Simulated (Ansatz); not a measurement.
**SiH− (triplet): from Hartree-Fock to the top rungs at distance Si1–H2 = 5.223 Å, aug-cc-pVDZ**

Aim: climb from Hartree-Fock through coupled cluster and multireference methods for SiH− (triplet) at one geometry and basis, and see what each rung misses.

Program: Ansatz 0.2.0, Gaussian basis. Level of theory: aug-cc-pVDZ, core rule «outside noble gas», up to 5 orbitals frozen. These are calculated values, not measurements.

Plan: UHF; CCSD(T) on natural orbitals of UHF; CCSD(T) on UHF; BCCD(T) on natural orbitals of UHF; CISD as a restricted active space (open shells left free, so some higher excitations enter); CCSDT(Q) on UHF; CASSCF and MRCISD+Q, 4 electrons in 4 orbitals; CASSCF and NEVPT2, 4 electrons in 4 orbitals; CASSCF and MRCISD+Q, 6 electrons in 5 orbitals; CASSCF and NEVPT2, 6 electrons in 5 orbitals; Full CI.

13 further runs of the same task are left out: 1 for a known fault of the program, 8 that didn't finish, 4 set aside as unsound or not needed. Runs told in other sessions of the task aren't counted.

### Step 1. The system

The geometry derives from a PBE0/def2-TZVPD stationary point (not a proven minimum). One bond is set to the value named and the two fragments are kept rigid.

2 atoms, charge -1, spin multiplicity 3.

Atoms are counted from 1 here; the program's logs count them from 0.

No contacts short enough for the rule that draws bonds.

### Step 2. UHF

The input, in.yaml:

```yaml
crystal:
  periodic: [false, false, false]
  atoms:
    - {symbol: Si, position_ang: [0.000000, 0.000000, 0.000000]}
    - {symbol: H, position_ang: [0.000000, 0.000000, 5.223000]}
basis:
  gaussian: {orbitals: aug-cc-pVDZ}
total_charge: -1
magnetization: {spin_polarized: true, initial_magnetization: 2}
hamiltonian: {xc: hf}
output: {orbitals: {seedname: orbitals}}
```

The run is started by

```sh
$ ansatz run in.yaml --threads 1 --pin off --events-out ev --progress --plain --max-ram 2393MiB
```

After this run come: CCSD(T) on natural orbitals of UHF; CCSD(T) on UHF; BCCD(T) on natural orbitals of UHF; CISD as a restricted active space (open shells left free, so some higher excitations enter); CCSDT(Q) on UHF; CASSCF and MRCISD+Q, 4 electrons in 4 orbitals; CASSCF and NEVPT2, 4 electrons in 4 orbitals; CASSCF and MRCISD+Q, 6 electrons in 5 orbitals; CASSCF and NEVPT2, 6 electrons in 5 orbitals; Full CI.

**Question.** What will the summary of the whole plan be? Wanted: FCI from the RHF energy; RMP2 from FCI; UMP2 from FCI; RCCSD from FCI; RCCSD(T) from FCI; UCCSD(T) from FCI; UCCSDT(Q) from FCI; NEVPT2 pair from FCI; MRCISD+Q pair from FCI.

As calculated:

| quantity | value |
| --- | --- |
| FCI from the ROHF energy | -3.4799 eV |
| RMP2 from FCI | -338.2 kJ/mol |
| UMP2 from FCI | +57.8 kJ/mol |
| RCCSD from FCI | +12.8 kJ/mol |
| RCCSD(T) from FCI | -6.7 kJ/mol |
| UCCSD(T) from FCI | +4.0 kJ/mol |
| UCCSDT(Q) from FCI | +0.5 kJ/mol |
| NEVPT2 pair from FCI | +55.7 kJ/mol |
| MRCISD+Q pair from FCI | -1.7 kJ/mol |
| levels within 1 kcal/mol (43 meV) | UCCSD(T), BCCD(T), UCCSDT, UCCSDT(Q), MRCISD+Q pair |
| T1 diagnostic | 0.334 |
| effectively unpaired electrons | 3.76 |

In words: RCCSD(T) lands -6.7 kJ/mol from the yardstick (2.0 % of the correlation energy). CCSD(T) misses by -6.7 kJ/mol on the restricted determinant and by +4.0 kJ/mol on the unrestricted one; the two need not hold the same state or core. RMP2, RCCSD(T), MRCISD+Q pair fall below full CI, which methods that aren't variational can do. The occupations show strong static correlation (3.8 unpaired electrons where one determinant has 2). Coupled cluster on one determinant still stays close here. Of the multireference levels listed MRCISD+Q pair comes nearest in total energy (-1.7 kJ/mol), which doesn't show that its space is the better one. Coupled cluster took another determinant than the lowest Hartree-Fock one. These misses are within one basis, not against nature; the frozen cores of restricted and unrestricted runs differ, which can shift their rows.

Levels on UHF freeze UHF's core orbitals, full CI those of ROHF, so the U rows can settle a little off it for that reason alone.

With open shells the CI space here admits some higher excitations, so it is larger than plain CISD.
